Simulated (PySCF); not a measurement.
# dimethylsilane: calculation against experiment

**What was measured.**

From NIST CCCBDB Release 22 (SRD 101), experimental dipoles, for the gas: dipole moment (microwave Stark effect) 0.75 D.

The runs below try to reproduce these values; the comparison stands at the end.

Species: dimethylsilane, C₂H₈Si.
SMILES with atom numbers: `[CH3:1][SiH2:2][CH3:3]` (hydrogens: H4, H5, H6 on C1; H7, H8 on Si2; H9, H10, H11 on C3)

Geometry (PBE0-D3(BJ)/def2-TZVP, Å), atoms numbered from 1 in this order:
```
atom  x, y, z in Å
C1    -1.543    0.084   -0.323
Si2    0.221    0.677   -0.121
C3     1.356   -0.705    0.430
H4    -2.193    0.898   -0.653
H5    -1.603   -0.717   -1.065
H6    -1.937   -0.301    0.621
H7     0.705    1.233   -1.418
H8     0.260    1.782    0.880
H9     1.033   -1.116    1.389
H10    2.382   -0.347    0.542
H11    1.362   -1.518   -0.301
```

Runs made with PySCF (gas phase, on this PBE0-D3(BJ)/def2-TZVP geometry; no spin–orbit coupling):

| level | job | basis functions | wall time |
| --- | --- | --- | --- |
| PBE0-D3(BJ)/def2-TZVP, grid level 2 | geometry optimisation from a GFN2-xTB start shaken at random | 147 | 43 s |
| B97-2/pcSseg-2 | shieldings | 227 | 11 s |
| KT3/pcSseg-2 | shieldings | 227 | 16 s |
| PBE0/pcSseg-2 | shieldings, charges and field gradients | 227 | 12 s |
| wB97X-D/pcSseg-2 | shieldings | 227 | 14 s |
| CAM-B3LYP/aug-cc-pVTZ | 10 singlets by full TDDFT, 4 Tamm–Dancoff triplets, polarisability | 326 | 26 s |
| PBE0/aug-cc-pVTZ | 10 singlets by full TDDFT, 4 Tamm–Dancoff triplets, polarisability, dynamic polarisability | 326 | 23 s |
| wB97X-D/aug-cc-pVTZ | 10 singlets by full TDDFT, 4 Tamm–Dancoff triplets, polarisability, ΔSCF ions | 326 | 2.0 min |

Hardware: one thread, Intel Xeon 6975P-C (x86_64), no GPU (shared host).

Results beside the measurements:

**Dipole moment.** Measured: 0.75 D (NIST CCCBDB Release 22 (SRD 101), experimental dipoles).

```csv
level,computed (D),computed − measured (D),% (from the printed values)
PBE0-D3(BJ)/def2-TZVP,0.81,+0.06,+8
B97-2/pcSseg-2,0.78,+0.03,+4
KT3/pcSseg-2,0.76,+0.01,+1
PBE0/pcSseg-2,0.79,+0.04,+5
wB97X-D/pcSseg-2,0.77,+0.02,+3
CAM-B3LYP/aug-cc-pVTZ,0.76,+0.01,+1
PBE0/aug-cc-pVTZ,0.80,+0.05,+7
wB97X-D/aug-cc-pVTZ,0.79,+0.04,+5
```

All 8 levels lie above the measurement. The computed dipoles belong to one fixed geometry; measured ones are averaged over vibrations unless marked μe. Magnitudes are compared, not signs.

No measured geometry was used, and the causes of the misses weren't examined.
